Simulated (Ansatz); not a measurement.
Crystal: Co₂O, antifluorite type, 3 atoms in the cell.

These are results of PBE, plane waves, PAW datasets (generated soft set 1) in Ansatz, not measurements.

Cutoff 420 eV; k-mesh 38×38×38 Γ-centred; Fermi–Dirac smearing of 0.0612 eV; no spin polarisation.

The fit to the energies gives V₀ = 9.949 Å³/atom (a₀ = 4.924 Å), B₀ = 186 GPa, B₀′ = 4.64.

Problem. What pressure does the program print at V = 10.144 Å³/atom, and how far above the lowest computed point (V = 9.945 Å³/atom) does the energy lie?

Solution. -3.46 GPa and 2.15 meV/atom. All points:

| V (Å³/atom) | a (Å) | E − E(min) (meV/atom) | P (GPa) |
| --- | --- | --- | --- |
| 9.348 | 4.8229 | 23.68 | 13.41 |
| 9.547 | 4.8568 | 10.18 | 8.45 |
| 9.746 | 4.8903 | 2.49 | 4.02 |
| 9.945 | 4.9234 | 0.00 | 0.07 |
| 10.144 | 4.9560 | 2.15 | -3.46 |
| 10.343 | 4.9882 | 8.44 | -6.62 |
| 10.542 | 5.0200 | 18.44 | -9.44 |

The published all-electron PBE values for this crystal (mean of FLEUR and WIEN2k, k-spacing 0.06 Å⁻¹; Bosoni et al., Nat. Rev. Phys. 6, 45 (2024)) are V₀ = 9.945 Å³/atom, B₀ = 187.3 GPa, B₀′ = 4.66.

The stress includes the program's correction for the finite plane-wave basis.

This cubic structure is a model: it isn't the usual form of the substance at ambient conditions, and such phases are metastable or hypothetical. Spin polarisation is left out, and a magnetic state may lie lower.
